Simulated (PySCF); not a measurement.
Species: C₅H₉N.
Numbering: `[CH2:1]=[N:2][CH2:3][CH:4]1[CH2:5][CH2:6]1` (hydrogens: H7, H8 on C1; H9, H10 on C3; H11 on C4; H12, H13 on C5; H14, H15 on C6)

Method: TDDFT PBE0/def2-SVPD, vertical, gas phase, core orbitals frozen in the response (PySCF 2.14.0, density-fitted response routines). One conformer (not necessarily the lowest) at the GFN2-xTB geometry, without solvent, vibrations or thermal averaging. Torsions of this conformer, `[CH2:1]=[N:2][CH2:3][CH:4]1[CH2:5][CH2:6]1`: C1–N2–C3–C4 119°, N2–C3–C4–C5 -162°.

Computed states:

| state | E (eV) | f |
| --- | --- | --- |
| S1 | 4.93 | 0.0011 |
| S2 | 6.80 | 0.0033 |
| S3 | 7.12 | 0.053 |
| S4 | 7.21 | 0.081 |
| S5 | 7.60 | 0.0087 |
| S6 | 7.75 | 0.063 |

Each state is given a Gaussian of 0.5 eV full width at half maximum, with ε(max) = 2.175×10⁸ f / Δν̃ (Δν̃ the width in cm⁻¹). The width is an assumption, not a result. The curve ends short of the highest state used, and states not computed would add to its high-energy end.

Q: What does the envelope look like, and where are its maxima?

A: 
```csv
λ (nm),ε (L mol⁻¹ cm⁻¹)
173.4,7218
178.8,4027
184.2,1059
189.5,188
194.9,27
200.3,3
205.6,0
211.0,0
216.4,0
221.7,0
227.1,3
232.4,10
237.8,25
243.2,44
248.5,59
253.9,60
259.3,49
264.6,32
270.0,18
275.4,8
280.7,3
286.1,1
291.5,0
296.8,0
```

Maxima: 252 nm (4.93 eV), ε about 61, made up of S1 (100%) (ε in L mol⁻¹ cm⁻¹; maxima over ε = 5, shares over 10%). At its high-energy end, 7.15 eV, the curve is still rising (ε about 7200, from S3 and S4).

Q: Coming from long wavelengths, where does ε first pass 100 L mol⁻¹ cm⁻¹?

A: At about 191 nm (6.48 eV), 1.56 eV above S1.

Q: What would ε be at 4.93 eV, the highest of these maxima, with half the width (0.25 eV)?

A: About 123 L mol⁻¹ cm⁻¹ against 61.5, a factor of about 2.00; a lone state at its own centre would give exactly 2.

Q: On this curve, what absorbance would a 10⁻⁴ mol/L sample give at 280 nm over a 1 cm path?

A: 280 nm is 4.428 eV, where ε is about 3.9 L mol⁻¹ cm⁻¹, so A = ε c l ≈ 0.00039 (Beer–Lambert, with the gas-phase spectrum and the assumed width).
